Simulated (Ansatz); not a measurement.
# CH4O2, SMILES OCO: a ladder of basis sets

With the Ansatz DFT code, driven from Python.

The cells in order, each with its output:

In [1]:
```python
from dataclasses import dataclass

import ansatz as az


@dataclass(frozen=True)
class RunConfig:
    level: str = 'MP2'
```

In [2]:
```python
opts = RunConfig()
```

In [3]:
```python
molecule = (
    az.Crystal.molecule()
    .atom('O', [-1.1217, -0.5296, -0.0941])
    .atom('C', [-0.0663, 0.2548, 0.3434])
    .atom('O', [1.055, -0.5503, 0.288])
    .atom('H', [-1.0853, -0.4398, -1.0779])
    .atom('H', [0.0757, 1.1514, -0.2798])
    .atom('H', [-0.2412, 0.5704, 1.3796])
    .atom('H', [1.445, -0.525, -0.6049])
)

model = (
    molecule.calculation()
    .correlation(opts.level, electrons='valence')
    .accuracy('medium')
)
```

In [4]:
```python
energies = {}
for basis in ['cc-pVDZ', 'cc-pVTZ']:
    data = model.basis(gaussian=basis).run(threads=1).report
    size = data['n_frozen'] + data['n_occupied'][0] + data['n_virtual'][0]
    energies[basis] = (data['reference_energy_ev'] / 27.211386246, data['free_energy_ev'] / 27.211386246)
    print(f'{basis:14s} {size:4d} orbitals  reference {energies[basis][0]:14.6f} Ha  total {energies[basis][1]:14.6f} Ha')
```
```text
cc-pVDZ          62 orbitals  reference    -189.911235 Ha  total    -190.430595 Ha
cc-pVTZ         146 orbitals  reference    -189.975589 Ha  total    -190.637600 Ha
```

In [5]:
```python
# two-point extrapolation: the basis-set error of the correlation energy falls as X^-3
small, large = (energies[b][1] - energies[b][0] for b in ('cc-pVDZ', 'cc-pVTZ'))
limit = (3 ** 3 * large - 2 ** 3 * small) / (3 ** 3 - 2 ** 3)
print(f'correlation energy: {small:.6f} and {large:.6f} Ha, extrapolated {limit:.6f} Ha')
print(f'share caught by the larger set: {100 * large / limit:.1f} %')
```
```text
correlation energy: -0.519360 and -0.662011 Ha, extrapolated -0.722075 Ha
share caught by the larger set: 91.7 %
```

Against cc-pVDZ: cc-pVTZ -207.0 mHa. The last step alone is -207.01 mHa.

Caveats:
- These settings explore the input space; basis and method may be short of convergence.
- The geometry is a force-field or estimated start, not a minimum of this method, and the last set is no limit. Much of the fall in a total is atomic energy, which cancels in bond and reaction energies.
- Inner cores stay frozen, so this is valence correlation.
- An extrapolation from small basis sets is rough.
- Timing: 3 s on 1 thread of Intel(R) Xeon(R) Platinum 8259CL CPU @ 2.50GHz (Skylake/Cascade Lake) (shared host), peak memory 0.28 GiB.
